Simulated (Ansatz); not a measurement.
A made-up structure of CH4AlS (charge +1), closed shell:

```
7
angstrom
C 1.0994 -0.3761 -0.8232
Al 0.1923 0.5360 1.1266
S -0.6739 0.2035 -0.5329
H -1.5720 -0.7964 -0.7408
H -0.8926 1.2285 -1.3997
H 0.6680 0.8613 2.5677
H 0.9864 -1.3792 -0.4999
```

It is relaxed with PBE-D4/def2-SVP and then PBE0-D4/def2-TZVP (Ansatz 0.2.0). Atoms count as bonded within 1.22 times the sum of their covalent radii (H–H: 0.88 Å). The end point is not checked to be a true minimum.

Q: Does its bonding change? (Judge from chemistry; the calculation decides.)

A: By the calculation: Yes. Formed: none; broken: Al2–S3.

Where it ends: The first stage lowers the energy by 5.39 eV in 12 steps. It ends as CH₄AlS ([AlH][CH][SH2]), total charge +1:
```json
{"atom": "C1", "x (Å)": "0.3346", "y (Å)": "-0.1962", "z (Å)": "-0.0737"}
{"atom": "Al2", "x (Å)": "0.8271", "y (Å)": "0.3746", "z (Å)": "1.5753"}
{"atom": "S3", "x (Å)": "-1.1024", "y (Å)": "0.2844", "z (Å)": "-0.8169"}
{"atom": "H4", "x (Å)": "-1.7219", "y (Å)": "-0.8389", "z (Å)": "-1.2696"}
{"atom": "H5", "x (Å)": "-0.7923", "y (Å)": "0.6916", "z (Å)": "-2.0773"}
{"atom": "H6", "x (Å)": "1.2867", "y (Å)": "0.8397", "z (Å)": "2.9862"}
{"atom": "H7", "x (Å)": "0.9756", "y (Å)": "-0.8776", "z (Å)": "-0.6263"}
```

Labels in which every atom is bracketed show which atoms are joined, not bond orders.

For scale, one of the runs: PBE0-D4/def2-TZVP relaxation, 129 basis functions, launched by `ansatz run in.yaml --threads 2 --pin off --events-out ev --progress --plain --max-ram 4352MiB`. Hardware: 2 CPU threads of an Arm Neoverse V1, shared host. Wall time about 16 s.
